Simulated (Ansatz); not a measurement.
CH7BSi (`B[SiH2]C`) at its PBE0-D4/def2-TZVP geometry, where that method's forces vanish. The species carries charge 0 and has multiplicity 1.

```xyz
10

B     1.5736    0.8626    0.4735
Si    0.2976   -0.6007   -0.0457
C    -1.4854   -0.0807   -0.3084
H     1.2625    2.0150    0.5641
H     2.7174    0.5907    0.6999
H     0.3646   -1.6642    1.0032
H     0.8342   -1.2143   -1.3005
H    -1.5558    0.6729   -1.0961
H    -2.1072   -0.9313   -0.5956
H    -1.9015    0.3500    0.6054
```

Task: What forces (eV/Å) does PBE-D4/def2-TZVPP give on these atoms in Ansatz 0.2.0? (Best estimate.)

Result: The calculation gave: 
```
B1  -0.053 -0.102 -0.033
Si2  0.083  0.170  0.057
C3   0.024 -0.031 -0.002
H4  -0.040  0.122  0.009
H5   0.121 -0.026  0.025
H6   0.024 -0.125  0.101
H7   0.071 -0.079 -0.123
H8  -0.018  0.143 -0.146
H9  -0.131 -0.153 -0.056
H10 -0.081  0.082  0.168
```
